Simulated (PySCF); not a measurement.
Compound: H₃SSi (doublet state).
Structure used (GFN2-xTB), in Å, numbered top down from 1:
```
atom  x, y, z in Å
Si1   -0.1692    0.0061   -0.0135
S2     1.9450   -0.0657    0.1062
H3    -0.5681   -0.9730   -1.0155
H4    -0.5223    1.3640   -0.4047
H5    -0.6768   -0.3285    1.3102
```

Computed geometry: GFN2-xTB, gas phase. This method treats the open shell by occupation alone, without spin polarisation.

Masses are those of the commonest isotopes; rigid-rotor values at the optimised geometry. 

Question: What are A, B and C (MHz)?

Answer: Ia = 5.88, Ib = 76.85, Ic = 76.85 u·Å²; 505379 MHz·u·Å²/I gives A = 85956, B = 6576, C = 6576 MHz.

Question: Classify the top.

Answer: A prolate symmetric top, as the point group C3v requires two equal moments. Ray's parameter κ = (2B − A − C)/(A − C) = -1.000; −1 is the prolate and +1 the oblate limit.

Question: Estimate the classical rotational partition function at 25 K, 298.15 K and 500 K.

Answer: Point group C3v, symmetry number σ = 3; q = (√π/σ)·√((kT/h)³/(ABC)), k/h = 20836.6 MHz/K: 115 at 25 K, 4740 at 298.15 K, 10300 at 500 K.

For this open shell read J as N, the rotation without spin; fine and hyperfine splittings come on top. Stationary, but not proved a minimum. No vibrational averaging or centrifugal distortion is included, and the geometry carries the error of its method.
